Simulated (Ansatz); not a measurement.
One geometry of [S3]- (S₃⁻), several levels of theory.

```yaml
crystal:
  periodic: [false, false, false]
  atoms:
    - {symbol: S, position_ang: [-1.125320, 0.301644, 1.277630]}
    - {symbol: S, position_ang: [0.396013, 0.583767, 0.016049]}
    - {symbol: S, position_ang: [0.729297, -0.885421, -1.293679]}
basis:
  gaussian: {orbitals: def2-TZVPD, initial_orbitals: start.molden}
total_charge: -1
magnetization: {spin_polarized: true, initial_magnetization: 1}
hamiltonian: {xc: pbe}
correlation: {method: rpa}
scf: {omitted_lower_state_checks: [starts]}
```

The file start.molden holds the orbitals of an earlier run on this structure, at another level or in another basis.

```sh
$ ansatz run in.yaml --threads 4 --pin off --events-out ev --progress --plain --max-ram 3916MiB
```

Output, abridged:

```
Functional definition: PBE
831 factors; integrals over basis functions are off by at most 1.0e-3 eV
mean field evaluation 1: about -32495.7208 eV, gradient 8.9e0 eV
mean field evaluation 2: about -32495.8132 eV, gradient 1.8e-1 eV
mean field evaluation 4: about -32495.8094 eV, gradient 2.5e-3 eV
mean field evaluation 8: about -32495.8094 eV, gradient 1.4e-6 eV
mean field -32495.80943360 eV, -1194.1989702340 hartree, gradient 3.3e-6 eV, S^2 0.752226; 0 other end points of the search recorded, 0 dependent functions left out
15 core orbitals not correlated: weight in the atoms' cores, before any rotation towards them, 1.000 or more for the frozen orbitals, at most 0.000 for the correlated occupied ones
reference -32453.10828076 eV, -1192.6297318110 hartree; 10, 9 occupied and 113, 114 virtual orbitals, 831 factors
Total energy: -32476.58066721 eV, -1193.4923261029 hartree
Checks for a lower state left out: starts
```

Hardware: 4 threads of AMD EPYC 7B13 on a shared host. Wall time 2.2 s.

First input, but with `gaussian: {orbitals: "def2-TZVPPD.json", initial_orbitals: start.molden}`, `correlation: {method: ccsd_t}`, `scf: {omitted_lower_state_checks: [starts, cluster_reference]}`, `output: {orbitals: {seedname: orbitals}}` and without the key `hamiltonian` (abridged; 13 s):

```
Functional definition: HF
mean field -32454.42604385 eV, -1192.6781587115 hartree, gradient 3.1e-6 eV, S^2 0.783742
15 core orbitals not correlated: weight in the atoms' cores, before any rotation towards them, 1.000 or more for the frozen orbitals, at most 0.000 for the correlated occupied ones
second order -14.25844881 eV of doubles, -0.00000000 eV of singles
cycle   1  -14.60202935 eV  change   -3.4e-1 eV  update   1.2e-1
cycle   2  -15.04341593 eV  change   -4.4e-1 eV  update   3.7e-2
cycle   3  -15.16837709 eV  change   -1.2e-1 eV  update   2.4e-2
cycle   4  -15.16495633 eV  change    3.4e-3 eV  update   9.3e-3
cycle   5  -15.16191787 eV  change    3.0e-3 eV  update   5.3e-3
cycle   6  -15.16249126 eV  change   -5.7e-4 eV  update   1.8e-3
cycle   7  -15.16255700 eV  change   -6.6e-5 eV  update   7.1e-4
cycle   8  -15.16281951 eV  change   -2.6e-4 eV  update   2.6e-4
cycle   9  -15.16290418 eV  change   -8.5e-5 eV  update   1.1e-4
cycle  10  -15.16285531 eV  change    4.9e-5 eV  update   5.0e-5
cycle  11  -15.16284700 eV  change    8.3e-6 eV  update   2.4e-5
cycle  12  -15.16285981 eV  change   -1.3e-5 eV  update   9.3e-6
perturbative correction -0.94245773 eV, -0.0346346829 hartree
Total energy: -32470.53136140 eV, -1193.2700182148 hartree
Checks for a lower state left out: starts, cluster_reference
```

First input, but with `hamiltonian: {xc: {name: LC-wPBE}}`, `output: {orbitals: {seedname: orbitals}}` and without the key `correlation` (abridged; 2.3 s):

```
Functional definition: LC-wPBE
mean field -32499.45027836 eV, -1194.3327688112 hartree, gradient 2.1e-5 eV, S^2 0.763053
Total energy: -32499.45027837 eV, -1194.3327688114 hartree
Checks for a lower state left out: starts
```

First input, but with `hamiltonian: {xc: {name: revPBE}, dispersion: d4}`, `output: {orbitals: {seedname: orbitals}}` and without the key `correlation` (abridged; 1.6 s):

```
Functional definition: revPBE
mean field -32503.69654362 eV, -1194.4888161813 hartree, gradient 8.8e-6 eV, S^2 0.752455
Total energy: -32503.99752289 eV, -1194.4998769656 hartree
Checks for a lower state left out: starts
```

First input, but with `gaussian: {orbitals: def2-SVPD, initial_orbitals: start.molden}`, `hamiltonian: {xc: pbe0, dispersion: d4}`, `output: {orbitals: {seedname: orbitals}}` and without the key `correlation` (abridged; 1.1 s):

```
Functional definition: PBE0
mean field -32486.93277719 eV, -1193.8727591278 hartree, gradient 2.6e-5 eV, S^2 0.754582
Total energy: -32487.03098394 eV, -1193.8763681592 hartree
Checks for a lower state left out: starts
```

First input, but with `hamiltonian: {xc: {name: B97M-V}}`, `output: {orbitals: {seedname: orbitals}}` and without the key `correlation` (abridged; 4.7 s):

```
Functional definition: B97M-V
mean field -32500.97787065 eV, -1194.3889067924 hartree, gradient 1.5e-5 eV, S^2 0.752831
Total energy: -32500.97793857 eV, -1194.3889092884 hartree
Checks for a lower state left out: starts
```

As the first input, with `hamiltonian: {xc: {name: r2SCAN0}, dispersion: d4}`, `output: {orbitals: {seedname: orbitals}}` and without the key `correlation` (abridged; 3.9 s):

```
Functional definition: r2SCAN0
mean field -32506.68596973 eV, -1194.5986755643 hartree, gradient 2.0e-5 eV, S^2 0.759608
Total energy: -32506.71591401 eV, -1194.5997759964 hartree
Checks for a lower state left out: starts
```

Geometry: r2SCAN-D4/def2-TZVPD.

LC-ωPBE has ω = 0.4 bohr⁻¹. Correlated methods freeze 15 core orbitals. At revPBE-D4/def2-TZVPD, B97M-V/def2-TZVPD the highest occupied level of the charge -1 doublet lies above zero (up to 0.38 eV). By energy differences its removal costs 2.40 eV (vertical, to the charge 0 singlet, at CCSD(T)/def2-TZVPPD).
